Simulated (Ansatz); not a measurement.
Pyrite PtSb₂

Method: HSE06+SOC in Ansatz (plane waves, PAW).

Run with plane-wave cutoff 460 eV, 4×4×4 k mesh, Fermi–Dirac smearing 0.01 eV, PAW data made under PBE.

Cell (measured lattice):

PtSb2 has the cubic space group Pa-3 (No. 205), Pearson symbol cP12. Conventional cell: a = 6.4423 Å, b = 6.4423 Å, c = 6.4423 Å, α = 90.00°, β = 90.00°, γ = 90.00°. Sb on 8c is surrounded by 3 Pt at 2.671 Å and 1 Sb at 2.783 Å (tetrahedral). Pt on 4a sees 6 Sb at 2.671 Å (octahedral). (Neighbours: up to the widest gap in distance over summed covalent radii, below 1.35, at either atom; cation-cation and far metal-metal contacts left out.)

```json
{
  "band_gap": "0.17 eV (on the SCF k mesh) (indirect)",
  "smallest_direct_gap_on_the_k_points_sampled": "0.49 eV",
  "Γ–Γ gap": "0.60 eV"
}
```

Note: cell and atoms aren't relaxed at this level (largest force component 0.02 eV/Å, pressure 1.2 GPa).

The computed numbers hold no vibrational or temperature effects.

Ansatz is a program for electronic structure.
